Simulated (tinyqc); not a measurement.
Extended Hueckel theory, for PH3, step by step. One step of it, computed by the program tinyqc.

Problem. Wolfsberg-Helmholz matrix. H_ij = K' S_ij (H_ii + H_jj)/2 for i != j (the diagonal keeps H_ii), with K' = K + D^2 + D^4 (1 - K), D = (H_ii - H_jj)/(H_ii + H_jj), K = 1.75.

overlap S, order 1P 3s, 1P 3px, 1P 3py, 1P 3pz, 2H 1s, 3H 1s, 4H 1s:
$$\begin{pmatrix}
1.000000 & 0.000000 & 0.000000 & 0.000000 & 0.402375 & 0.402700 & 0.402700 \\
0.000000 & 1.000000 & 0.000000 & 0.000000 & 0.549470 & -0.274763 & -0.274763 \\
0.000000 & 0.000000 & 1.000000 & 0.000000 & 0.000000 & 0.476020 & -0.476020 \\
0.000000 & 0.000000 & 0.000000 & 1.000000 & -0.009819 & -0.009827 & -0.009827 \\
0.402375 & 0.549470 & 0.000000 & -0.009819 & 1.000000 & 0.048828 & 0.048828 \\
0.402700 & -0.274763 & 0.476020 & -0.009827 & 0.048828 & 1.000000 & 0.048865 \\
0.402700 & -0.274763 & -0.476020 & -0.009827 & 0.048828 & 0.048865 & 1.000000
\end{pmatrix}$$

diagonal H_ii (eV): 1P 3s -18.600000, 1P 3px -14.000000, 1P 3py -14.000000, 1P 3pz -14.000000, 2H 1s -13.600000, 3H 1s -13.600000, 4H 1s -13.600000

K = 1.750000

Give: H.

Solution.

H (eV), order 1P 3s, 1P 3px, 1P 3py, 1P 3pz, 2H 1s, 3H 1s, 4H 1s:
$$\begin{pmatrix}
-18.6000 & 0.0000 & 0.0000 & 0.0000 & -11.4903 & -11.4996 & -11.4996 \\
0.0000 & -14.0000 & 0.0000 & 0.0000 & -13.2713 & 6.6363 & 6.6363 \\
0.0000 & 0.0000 & -14.0000 & 0.0000 & 0.0000 & -11.4973 & 11.4973 \\
0.0000 & 0.0000 & 0.0000 & -14.0000 & 0.2372 & 0.2374 & 0.2374 \\
-11.4903 & -13.2713 & 0.0000 & 0.2372 & -13.6000 & -1.1621 & -1.1621 \\
-11.4996 & 6.6363 & -11.4973 & 0.2374 & -1.1621 & -13.6000 & -1.1630 \\
-11.4996 & 6.6363 & 11.4973 & 0.2374 & -1.1621 & -1.1630 & -13.6000
\end{pmatrix}$$
